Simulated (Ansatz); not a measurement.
in.yaml

```yaml
crystal:
  periodic: [false, false, false]
  atoms:
    - {symbol: Si, position_ang: [0.000000, -0.109116, 0.691201]}
    - {symbol: C, position_ang: [0.000000, 0.099927, -1.711842]}
    - {symbol: H, position_ang: [0.000000, 1.849686, 1.138651]}
basis:
  gaussian: {orbitals: def2-SVP}
magnetization: {spin_polarized: false, initial_magnetization: 3}
correlation: {method: fic_mrcisd_q, electrons: outside_noble_gas, active_space: {window: {electrons: 3, orbitals: 4}}}
accuracy: high
```

```sh
$ ansatz run in.yaml --threads 1 --pin off --events-out ev --progress --plain --max-ram 2393MiB
```

Log:

```
678 factors; integrals over basis functions are off by at most 3.5e-9 eV
mean field evaluation 1: about -8895.7801 eV, gradient 9.0e0 eV
mean field evaluation 2: about -8895.8015 eV, gradient 8.9e0 eV
mean field evaluation 4: about -8897.0671 eV, gradient 3.4e0 eV
mean field evaluation 8: about -8897.3671 eV, gradient 6.7e-1 eV
mean field evaluation 16: about -8897.3984 eV, gradient 2.2e-6 eV
mean field evaluation 32: about -8896.3572 eV, gradient 7.9e-6 eV
mean field evaluation 64: about -8896.3911 eV, gradient 4.0e-1 eV
mean field evaluation 96: about -8896.7340 eV, gradient 2.5e0 eV
mean field -8897.39841622 eV, -326.9733609227 hartree, gradient 8.2e-8 eV, S^2 3.750000; 6 other end points of the search recorded, 0 dependent functions left out
reference -8897.39841622 eV, -326.9733609227 hartree; 12, 9 occupied and 25, 28 virtual orbitals, 678 factors
state -8897.39841622 eV, -326.9733609227 hartree
contracted CI cycle   1: correlation 0.00000000 eV, 0.0000000000 hartree, residual 1.52e1 eV
contracted CI cycle   2: correlation -4.30742166 eV, -0.1582948262 hartree, residual 2.60e0 eV
contracted CI cycle   3: correlation -4.50002207 eV, -0.1653727609 hartree, residual 1.04e0 eV
contracted CI cycle   4: correlation -4.52640942 eV, -0.1663424780 hartree, residual 3.96e-1 eV
contracted CI cycle   5: correlation -4.53061370 eV, -0.1664969824 hartree, residual 1.48e-1 eV
contracted CI cycle   6: correlation -4.53122796 eV, -0.1665195563 hartree, residual 5.73e-2 eV
contracted CI cycle   7: correlation -4.53132863 eV, -0.1665232557 hartree, residual 2.63e-2 eV
contracted CI cycle   8: correlation -4.53134892 eV, -0.1665240012 hartree, residual 1.17e-2 eV
contracted CI cycle   9: correlation -4.53135299 eV, -0.1665241508 hartree, residual 4.86e-3 eV
contracted CI cycle  10: correlation -4.53135364 eV, -0.1665241748 hartree, residual 1.83e-3 eV
contracted CI cycle  11: correlation -4.53135374 eV, -0.1665241785 hartree, residual 8.02e-4 eV
contracted CI cycle  12: correlation -4.53135376 eV, -0.1665241791 hartree, residual 3.12e-4 eV
contracted CI cycle  13: correlation -4.53135376 eV, -0.1665241792 hartree, residual 1.21e-4 eV
contracted CI cycle  14: correlation -4.53135376 eV, -0.1665241793 hartree, residual 4.76e-5 eV
contracted CI cycle  15: correlation -4.53135376 eV, -0.1665241793 hartree, residual 1.65e-5 eV
contracted CI cycle  16: correlation -4.53135376 eV, -0.1665241793 hartree, residual 6.46e-6 eV
contracted CI cycle  17: correlation -4.53135376 eV, -0.1665241793 hartree, residual 2.51e-6 eV
state -8897.39841622 eV, -326.9733609227 hartree; corrected -8902.51417231 eV, -327.1613614914 hartree
WARN: 1 active orbitals are nearly empty or full. The corrections depend on them more than the energy does, and are more stable in an active space without them
Total energy: -8902.51417231 eV, -327.1613614914 hartree
```

Natural occupations: 1.0000 1.0000 1.0000 0.0000.

Ran on 1 thread of Arm Neoverse V1, shared host: 2.3 s wall, 0.15 GiB peak host memory.
